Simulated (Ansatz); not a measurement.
Two structures of CH$_{10}$Si$_{2}$, singlet, reached by relaxing down either side of one saddle point (PBE0-D4/def2-TZVP). Energies are electronic, without zero-point energy. Computed with Ansatz 0.2.0 (basis: def2-TZVPP and def2-QZVPP); correlated methods freeze the cores. Extrapolation: Hartree–Fock as exp(−7.88 √X), correlation as X^−2.97. First:

Si1  (-1.240, -0.277, 1.184)
H2  (-1.416, -1.416, 0.244)
H3  (-2.097, -0.510, 2.378)
H4  (-1.690, 0.971, 0.513)
Si5  (0.998, -0.094, 1.837)
H6  (0.640, -0.613, -2.024)
C7  (0.193, 0.297, -2.422)
H8  (1.874, 0.140, 0.658)
H9  (1.437, -1.343, 2.515)
H10  (1.163, 1.042, 2.784)
H11  (0.535, 0.450, -3.446)
H12  (0.492, 1.148, -1.810)
H13  (-0.892, 0.205, -2.412)
(Å)

Second:

Si1  (-0.791, 0.723, 0.188)
H2  (0.093, -2.825, -0.239)
H3  (-1.884, -0.247, 0.480)
H4  (-1.305, 2.084, 0.515)
Si5  (1.025, 0.263, 1.592)
H6  (-0.524, -2.965, -0.636)
C7  (-0.307, 0.635, -1.623)
H8  (2.121, 1.245, 1.361)
H9  (1.568, -1.098, 1.326)
H10  (0.626, 0.334, 3.024)
H11  (0.059, -0.362, -1.878)
H12  (0.483, 1.355, -1.847)
H13  (-1.164, 0.858, -2.262)
(Å)

Question: Which bonds change from the first to the second?

Answer: Si₂H₆ ([SiH3][SiH3]) + CH₄ → CH₈Si₂ ([CH3][SiH2][SiH3]) + H₂; bonds formed: Si1–C7, H2–H6; bonds broken: Si1–H2, H6–C7.

Question: Give the saddle point's structure and its height above each. (To be estimated.)

Answer: By the calculation: 80.40 kcal/mol above the first and 72.98 kcal/mol above the second (CCSD(T) at an estimated basis limit (MP2 extrapolated from triple and quadruple zeta, plus CCSD(T) − MP2 in triple zeta)).
Si1  (-0.744, 0.030, 0.303)
H2  (-0.169, -1.546, -0.156)
H3  (-2.040, -0.631, 0.613)
H4  (-1.149, 1.498, 0.229)
Si5  (1.031, -0.059, 1.817)
H6  (-0.194, -0.786, -1.021)
C7  (-0.293, 0.311, -1.798)
H8  (2.288, 0.010, 1.019)
H9  (1.015, -1.348, 2.557)
H10  (1.034, 1.072, 2.786)
H11  (0.066, -0.362, -2.589)
H12  (0.428, 1.119, -1.676)
H13  (-1.273, 0.692, -2.083)
(Å)

T1 diagnostic: at most 0.013.

Labels in which every atom is bracketed show which atoms are joined, not bond orders.

For scale, one of the runs: CCSD(T)/def2-TZVPP, 255 basis functions, launched by `ansatz run in.yaml --threads 4 --pin off --events-out ev --progress --plain --max-ram 9574MiB`. Time: 110 s of wall clock on 4 CPU threads of an Intel Xeon; the host was shared. Peak host memory: 5.3 GiB.
